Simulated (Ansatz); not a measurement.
The first iterations of a band of CH₄BS (7 atoms, charge 0, multiplicity 2).

These are results of UKS r2SCAN-D4/def2-SVP in Ansatz, not measurements.

- movable images: 5
- climbing image: yes
- spring: 5.0 eV/Å²
- optimiser: quadratic models (default)
- start path: IDPP
- force threshold: 0.05 eV/Å
- iteration limit: 60
- end points: relaxed

First end point:

```xyz
7
Properties=species:S:1:pos:R:3
B -1.137 0.269 -0.934
C -0.042 -0.017 0.112
S 1.661 -0.041 -0.555
H -2.325 0.334 -0.733
H -0.300 -0.983 0.592
H -0.151 0.748 0.908
H 2.294 -0.309 0.611
```

Last end point:

```xyz
7
Properties=species:S:1:pos:R:3
B -0.856 0.013 -0.892
C -0.044 0.086 0.412
S 1.790 0.166 0.322
H -2.057 0.064 -1.004
H -0.368 -0.796 1.007
H -0.376 0.956 1.010
H 1.911 -0.488 -0.854
```

| iteration | highest image above the first end (eV) | largest band force component (eV/Å) |
| --- | --- | --- |
| 1 | 0.224 | 0.739 |
| 2 | 0.113 | 0.484 |

Q: Does the band converge within its limit, and where does its top end?

A: It converged. It ended after 5 iterations with the highest image 0.103 eV above the first end. A vibrational analysis at the climbing image gives one clearly imaginary mode, 253i cm⁻¹: a first-order saddle point.

The run took 54 s on 2 threads of Intel(R) Xeon(R) Platinum 8488C (Sapphire Rapids), with other jobs on the host, peak memory 0.2 GiB.
